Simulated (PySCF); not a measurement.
# Vibration and rotation of CN⁺

ROHF-CCSD(T) constants of CN⁺, ³Π (triplet), unpaired electrons σ ↑, π ↑ (C def2-SVP, N def2-SVP; no relativity (PySCF 2.14); masses 12.0000 and 14.0031 u):

* ωe: 1750.7 cm⁻¹
* ωexe: 15.9 cm⁻¹
* Be: 1.6662 cm⁻¹
* αe: 0.0187 cm⁻¹
* D (centrifugal): 6.04e-06 cm⁻¹
* De to C⁺ + N: 4.56 eV

Q: Give the vibrational terms G(v) and spacings up to v = 6.

A: G(v) = ωe(v+½) − ωexe(v+½)².

| v | G(v) (cm⁻¹) | G(v) − G(v−1) | Bv (cm⁻¹) |
| --- | --- | --- | --- |
| 0 | 871 |  | 1.657 |
| 1 | 2590 | 1719 | 1.638 |
| 2 | 4277 | 1687 | 1.619 |
| 3 | 5933 | 1655 | 1.601 |
| 4 | 7556 | 1624 | 1.582 |
| 5 | 9148 | 1592 | 1.563 |
| 6 | 10708 | 1560 | 1.545 |

Q: How well does the Morse estimate ωe²/(4ωexe) reproduce De, and what is D0?

A: It gives 5.97 eV, 131 % of the computed De. D0 = De − G(0) = 4.56 − 0.11 = 4.45 eV.

Correlated steps freeze 2 core orbitals. Correlated levels converge slowly with the basis: in double zeta they bind strong bonds too weakly, by up to about 1 eV, and carry superposition errors of some tenths. For an ion De counts to the pair picked by the measured ionisation energies or electron affinities, which need not be the lowest pair at this level. The CCSD T1 diagnostic is raised, a sign that a single reference may not be enough here. The state was picked by a PBE0 search and need not be the measured ground state.
